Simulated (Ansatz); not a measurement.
BGe, quartet in cc-pVDZ: errors against full CI

Geometry: a point of a stretch scan, not a stationary point.

```xyz
2

Ge    0.0000    0.0000    0.0000
B     0.0000    0.0000    4.2910
```

Basis cc-pVDZ; Ansatz 0.2.0. Correlated methods freeze the noble-gas cores and the filled d shells of p-block atoms, which leaves 7 electrons in 26 orbitals. Prefix R: restricted or restricted open-shell reference; prefix U: unrestricted. Active spaces: pair = (5e, 5o) about the gap; valence = (7e, 8o) chosen from the atoms' valence shells. No spin–orbit coupling is included, and no scalar relativity.

Full CI is exact within this basis and frozen core; it isn't the basis-set limit. The frozen core follows each run's orbitals, which can shift R against U totals by a few meV for light atoms and by up to 0.1 eV past Ca.

For open shells CISD is restricted-active-space CI with the open shells as a complete middle space.

```
UHF ⟨S²⟩                          : 3.766
T1 diagnostic (RCCSD)             : 0.0205
largest doubles amplitude (RCCSD) : 0.111
```

```
    level  E − E(full CI) (mEh)  share of correlation (%)  wall time
      RHF                125.55                      0.00          –
     RMP2                 42.13                     66.44          –
     CISD                 10.61                     91.55      7.5 s
    RCCSD                  3.91                     96.88          –
 RCCSD(T)                  2.13                     98.31       20 s
  BCCD(T)                  2.13                     98.30       20 s
   RCCSDT                  0.88                     99.30          –
RCCSDT(Q)                  0.53                     99.58       33 s
```

The correlation energy at full CI, counted from RHF, is -3.417 eV. That run took 6.1 min on 1 thread of Arm Neoverse N1, shared host over 5,352,180 determinants.

Run but not shown, since their state or frozen core can't be matched to the reference's or they repeat it: UHF, UMP2, UCCSD, UCCSD(T), UCCSDT, UCCSDT(Q), CASSCF (pair space), NEVPT2 (pair space), MRCISD (pair space), MRCISD+Q (pair space), CASSCF (valence space), NEVPT2 (valence space), MRCISD (valence space), MRCISD+Q (valence space), MRCISD+Q(relaxed) (valence space).

Times hold each run's SCF and search for its determinant on a shared host, so for small cases they say little of a method's own cost; they ran on 1 thread of Arm Neoverse N1.

The full-CI state has the irrep A2 of C2v, in the program's axes (one component, if the state is degenerate).

Natural occupations of full CI about the gap: 1.927 1.878 0.833 0.833 0.704 0.326 0.203 0.203 0.009 0.009; effectively unpaired electrons, Σ n²(2−n)², 3.36.
